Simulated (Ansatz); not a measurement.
# B2S (singlet): the correlation ladder, cc-pVDZ

The task here is to estimate one member of a computed series from the others.

Program: Ansatz 0.2.0, Gaussian basis. Level of theory: cc-pVDZ, core rule «outside noble gas», up to 7 orbitals frozen. These are calculated values, not measurements.

The runs, in order: UHF; CCSD(T) on RHF; CCSD(T) on UHF; BCCD(T) on RHF; CISD; CCSDT(Q) on RHF; CCSDT(Q) on UHF; CASSCF and MRCISD+Q, 10 electrons in 11 orbitals; CASSCF and NEVPT2, 10 electrons in 11 orbitals.

27 further runs of the same task are left out: 13 that didn't finish, 14 set aside as unsound or not needed.

## The geometry

The geometry is a PBE0/def2-TZVP stationary point (not a proven minimum) of the parent state, kept for this charge and spin.

3 atoms, charge 0, spin multiplicity 1.

Atoms are counted from 1 here; the program's logs count them from 0.

Bond lengths: B1–B2 1.593 Å, B2–S3 1.618 Å. Angles: B1–B2–S3 180.0°.

The first run:

in.yaml

```yaml
crystal:
  periodic: [false, false, false]
  atoms:
    - {symbol: B, position_ang: [0.000000, 0.000000, 1.601001]}
    - {symbol: B, position_ang: [0.000000, 0.000000, 0.008300]}
    - {symbol: S, position_ang: [0.000000, 0.000000, -1.609301]}
basis:
  gaussian: {orbitals: cc-pVDZ}
magnetization: {spin_polarized: true, initial_magnetization: 0}
hamiltonian: {xc: hf}
output: {orbitals: {seedname: orbitals}}
```

On the command line:

```
ansatz run in.yaml --threads 1 --pin off --events-out ev --progress --plain --max-ram 2393MiB
```

Among the steps run: UHF; CCSD(T) on RHF; CCSD(T) on UHF; BCCD(T) on RHF; CISD; CCSDT(Q) on RHF; CCSDT(Q) on UHF; CASSCF and MRCISD+Q, 10 electrons in 11 orbitals; CASSCF and NEVPT2, 10 electrons in 11 orbitals.

One of the session's tables, all rows but one given; the rest of the session is left out.

| method | from RCCSDT(Q) (meV) |
| --- | --- |
| RHF | +8359.9 |
| UHF | +7863.8 |
| RMP2 | +1493.9 |
| UMP2 | +1451.2 |
| CISD | ? |
| RCCSD | +464.1 |
| UCCSD | +476.6 |
| RCCSD(T) | +74.7 |
| UCCSD(T) | +87.7 |
| BCCD(T) | +73.5 |
| RCCSDT | +33.0 |
| UCCSDT | +36.2 |
| RCCSDT(Q) | 0 |
| UCCSDT(Q) | -3.7 |
| CASSCF valence | +4775.4 |
| NEVPT2 valence | +1030.2 |
| MRCISD valence | +383.6 |
| MRCISD+Q valence | +36.5 |

**Question.** Estimate the row for CISD.

As computed: from RCCSDT(Q) (meV): +1376.2. In the column «from RCCSDT(Q) (meV)» it lies between NEVPT2 valence (+1030.2) and UMP2 (+1451.2).

Limits of these values: The determinant is far from a pure spin state, so its energy mixes those of several spin states (harmless only where they are near-degenerate, as at dissociation). Restricted and unrestricted rows rest on different reference determinants; where their highest levels disagree by more than a few hundredths of an eV, they describe different states and don't form one ladder.
